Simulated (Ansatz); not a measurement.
Reaction (substitution at a C–C bond): `C=CC(=C)CF` + H₂S → `C=C(S)CF` + `C=C`

Gas-phase electronic energies from Ansatz, PBE0-D4/def2-TZVP geometries. CBS: MP2 limit from def2 TZ/QZ plus the TZ coupled-cluster correction, frozen cores. This one scheme is used for every species. One conformer a species, not always the lowest.

```
     species  CCSD(T)/CBS(def2) energy (Eh)
`C=CC(=C)CF`                     -294.22109
         H₂S                     -398.97279
  `C=C(S)CF`                     -614.70006
       `C=C`                      -78.48111
```

Q: Work out ΔE.

A: ΔE = (-614.70006) + (-78.48111) − (-294.22109) − (-398.97279) = 0.01271 Eh = +33.4 kJ/mol.

Largest T1 diagnostic among the species: 0.011.
